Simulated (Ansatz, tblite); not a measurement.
Forces on SiF₂ at its r2SCAN-D4/def2-TZVP geometry. Total charge 0; singlet.

The xTB rows come from tblite.

GFN1-xTB (tblite), largest force 0.12 eV/Å:

```xyz
3
positions Å, forces eV/Å
Si    0.360   -0.407    0.414    0.030   -0.034    0.035
F     0.082    1.169    0.515    0.009    0.106    0.049
F    -0.442   -0.762   -0.929   -0.039   -0.072   -0.084
```

GFN2-xTB (tblite), largest force 1.02 eV/Å:

```
Si 0.538 -0.607 0.618
F -0.290 0.224 -0.368
F -0.248 0.383 -0.250
```

r2SCAN-D4/def2-TZVP (Ansatz), largest force 0.00 eV/Å:

```
Si -0.001 0.001 -0.001
F 0.000 -0.004 -0.002
F 0.001 0.003 0.003
```
